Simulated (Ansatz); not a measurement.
System: rock-salt SnTe (cubic form, which distorts at low temperature). Method: revPBE (plane waves, PAW; Ansatz, a quantum-chemistry and plane-wave program).

The input as run:

Ansatz 0.2 input:
```yaml
crystal:
  lattice:
    - [0.0, 3.1667096947, 3.1667096947]
    - [3.1667096947, 0.0, 3.1667096947]
    - [3.1667096947, 3.1667096947, 0.0]
  atoms:
    - { symbol: Sn, position: [0.0, 0.0, 0.0] }
    - { symbol: Te, position: [0.5, 0.5, 0.5] }
basis:
  ecutwfc: 520
  ecutrho_ratio: 4
  xc_grid: 2
kpoints:
  mp_grid: { grid: [10, 10, 10] }
hamiltonian:
  xc: revpbe
  dispersion: none
  pseudopotentials: { kind: paw }
scf:
  occupations: { method: fermi_dirac, width: 0.01 }
  convergence: { dr2_threshold: 0.0000000002 }
output:
  forces: true
  stress: true
  eigenvalues: true
```

**Question.** How many irreducible k-points, plane waves at Γ does the program set up, and what pressure does the run end with?

**Answer.** 47 irreducible k-points, 1687 plane waves at Γ; P = 2.56 GPa, so the cell is compressed on average and its volume would grow at this level.

From the output:

```
Crystal: 2 atoms, lattice volume = 63.512 Å³
Basis set: ecut = 520 eV, 1687 PW (Γ), exchange–correlation on 72×72×72 points (8 copies of the dense FFT grid, shifted against one another)
Bands: 19, of which v1, the nominal top of the filled ones, is band 15 counted from 1 (14 counted from 0)
Symmetry: 48 space group operations
Space group: Fm-3m (ITA 225), of the structure as read, at distance tolerance 4.0e-5 Å
k-points: 47 of 1000
Functional: x = revpbe(κ = 1.245, μ = 0.2195149727645171), c = pbe(β = 0.06672455060314922)
SCF iter   1: F=—  HF=-13017.129515 eV  |F-HF|=—  |Δ(HF+E_count)|=         —  Δρ=1.52e-3  dr2=1.41e-3
SCF iter   2: F=—  HF=-13017.127797 eV  |F-HF|=—  |Δ(HF+E_count)|=   1.72e-3  Δρ=5.73e-4  dr2=2.71e-4
  ...
SCF iter   7: F=—  HF=-13017.127829 eV  |F-HF|=—  |Δ(HF+E_count)|=   3.62e-9  Δρ=6.28e-7  dr2=2.61e-10
SCF iter   8: F=-13017.127829 eV  HF=-13017.127829 eV  |F-HF|=5.46e-12  |Δ(HF+E_count)|=  1.53e-10  Δρ=1.40e-7  dr2=1.25e-11
SCF 1 converged in 8 iterations: F = -13017.127829 eV  dr2 = 1.25e-11
SCF converged after 8 iterations
Free energy (F): -13017.127829 eV
Internal energy: -13017.127758 eV  (E = F + TS)
E sigma→0 (E₀):  -13017.127793 eV
Fermi energy:    9.620152 eV
--- Forces (eV/Å), atoms counted from 1 ---
  atom   1  Sn    -0.00000000    -0.00000000    -0.00000000
  atom   2  Te     0.00000000     0.00000000    -0.00000000
--- Stress (GPa, compression-positive) ---
        2.558239      -0.000000       0.000000
       -0.000000       2.558239       0.000000
        0.000000      -0.000000       2.558239
  P = ⅓ Tr σ = 2.5582 GPa (25.582 kbar)
```

The cell is one volume of an energy–volume scan, off the minimum.

The PAW data were made under PBE.

Note: symmetry holds this phase in the static calculation, where it need not be a minimum.

The result took roughly 4 core-seconds.
